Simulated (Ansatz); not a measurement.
Born–Oppenheimer molecular dynamics of C$_{4}$H$_{6}$S (11 atoms, charge 0, multiplicity 1). It starts from a relaxed structure.

These are results of RKS r2SCANh-D4/STO-3G in Ansatz 0.2.0, not measurements.

```
ensemble                      : NVE (velocity Verlet)
time step                     : 0.5 fs
steps asked                   : 150
starting velocities drawn for : 300 K
seed                          : 418606
```

First frame:

```xyz
11
Properties=species:S:1:pos:R:3
C -0.557 1.817 -0.650
C -0.100 0.737 -0.014
C -0.077 -0.752 -0.408
C 0.604 -1.214 0.925
S 0.682 0.508 1.567
H -0.493 2.817 -0.217
H -1.015 1.734 -1.637
H -1.079 -1.183 -0.562
H 0.530 -0.960 -1.303
H 1.590 -1.679 0.785
H -0.020 -1.882 1.536
```

**Question.** How far do the bonds stretch over the last three quarters of this one trajectory? (Pairs bonded in most of those frames.)

**Answer.** 
```csv
bond,mean (Å),spread (Å),shortest,longest
C1–C2,1.335,0.011,1.32,1.35
C1–H6,1.092,0.021,1.05,1.13
C1–H7,1.093,0.025,1.05,1.13
C2–C3,1.542,0.012,1.53,1.56
C2–S5,1.778,0.009,1.77,1.80
C3–C4,1.569,0.034,1.51,1.63
C3–H8,1.102,0.006,1.09,1.11
C3–H9,1.102,0.010,1.09,1.12
C4–S5,1.842,0.006,1.83,1.85
C4–H10,1.100,0.009,1.08,1.12
C4–H11,1.102,0.020,1.07,1.14
```

Mean temperature of the second half: 149 K. The conserved energy stayed within 0.27 meV per atom of its start (net change 0.17 meV per atom), so the integration is sound. Over the second half the temperature averaged 0.50 of the 300 K drawn at the start: a run that starts near a minimum puts about half its kinetic energy into the potential. A run of 0.075 ps of so small a system gives no equilibrium averages. Limits of this set-up: minimal basis.

Time of the run: 8.6 min on 1 thread of Arm Neoverse V1, on a shared host, peak memory 0.12 GiB.
